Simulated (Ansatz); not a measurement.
SiFH3 (SiH3F). The state is a singlet with charge 0. Geometry PBE0-D4/def2-TZVP, basis def2-TZVP, Ansatz.

```xyz
5

Si    0.033    0.008    0.022
F    -1.265   -0.305   -0.859
H     0.857    1.006   -0.699
H     0.786   -1.255    0.206
H    -0.411    0.545    1.330
```

| run | HOMO (eV) | LUMO (eV) |
| --- | --- | --- |
| A | -12.07 | 1.59 |
| B | -9.58 | -0.37 |
| C | -8.24 | -0.90 |
| D | -8.30 | -1.01 |
| E | -9.36 | -0.50 |
| F | -8.33 | -1.26 |

B3LYP takes the VWN-RPA correlation. HSE06 is defined as in plane-wave codes, on full-range PBE exchange.

Question: The runs used B3LYP, BLYP, HSE06, LDA (SPW92), PBE, ωB97M-V. Estimate which is which.

Answer: A ωB97M-V (range-separated); B B3LYP (20 % exact exchange); C BLYP (0 % exact exchange); D PBE (0 % exact exchange); E HSE06 (range-separated); F LDA (SPW92) (0 % exact exchange). Exact exchange lowers occupied and raises empty levels; among semilocal functionals meta-GGAs tend to open the gap a little, and such runs are hard to tell apart. The gap grows from 7.07 eV (LDA (SPW92)) to 13.66 eV (ωB97M-V).
